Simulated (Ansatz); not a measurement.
# F3Pb: the cost of one run

Computed with Ansatz 0.2.0, Gaussian basis. Level: the settings change from run to run.

## (1) The geometry

The geometry comes from an earlier relaxation with r2SCAN-D4 in a triple-zeta def2 set; it is a stationary point. Pb takes a core potential in def2 sets; no spin-orbit term is included.

4 atoms, charge -1, spin multiplicity 1.

Atoms are counted from 1 here; the program's logs count them from 0.

Bond lengths: Pb1–F2 2.121 Å, Pb1–F3 2.121 Å, Pb1–F4 2.121 Å. Angles: F2–Pb1–F3 96.3°, F2–Pb1–F4 96.3°, F3–Pb1–F4 96.3°.

## (2) PBE0/x2c-TZVPPall

This run has a grid of angular degree 47, D4 dispersion.

File in.yaml:

```yaml
crystal:
  periodic: [false, false, false]
  atoms:
    - {symbol: Pb, position_ang: [0.199723, 0.765828, -0.177025]}
    - {symbol: F, position_ang: [-0.988659, -0.377605, -1.510166]}
    - {symbol: F, position_ang: [-0.912177, 0.314709, 1.571437]}
    - {symbol: F, position_ang: [1.701113, -0.702932, 0.115754]}
basis:
  gaussian: {orbitals: x2c-TZVPPall, final_grid: {core_spheres: 20, valence_spheres: 16, degree: 47}}
total_charge: -1
hamiltonian: {xc: {name: PBE0}, dispersion: d4}
output: {forces: true}
```

Command:

```
ansatz run in.yaml --threads 4 --pin off --events-out ev --progress --plain --max-ram 3916MiB
```

Q: Estimate wall time and peak memory on 4 threads of Arm Neoverse V1, shared host.

About 4.9 s, with a peak of 0.68 GiB.
